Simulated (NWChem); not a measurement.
## Lowest excitation of hydrogen sulfide (H2S)

```
S
H 1 1.3608
H 1 1.3608 2 91.41
```
Charge 0, spin multiplicity 1.

Everything below was run with NWChem. Structure: optimised with PBE/def2-SVP, a minimum by its harmonic frequencies.

Basis set: def2-SVPD. The methods don't all put a state of the same symmetry lowest.

| method | lowest vertical singlet excitation energy (eV) | relative cost | difference from EOM-CCSD |
|---|---|---|---|
| CIS | 6.30 | 1 | +0.07 |
| TD-PBE | 5.77 | under 3 | -0.45 |
| TD-B3LYP | 5.92 | 4 | -0.30 |
| TDA-CAM-B3LYP | 6.00 | 4 | -0.22 |
| EOM-CCSD | 6.22 | 8 | 0.00 |

The values span 0.52 eV, from TD-PBE (lowest) to CIS (highest). Costs are rough ratios of processor time within this set of runs, SCF included, with CIS as 1.

The correlated methods keep 5 core orbitals frozen. B3LYP has NWChem's definition, with VWN1-RPA local correlation. GW and range-separated runs recompute their integrals, the others keep them in memory, which bears on the times. Coupled-cluster values serve here as a point of comparison, not as the truth.
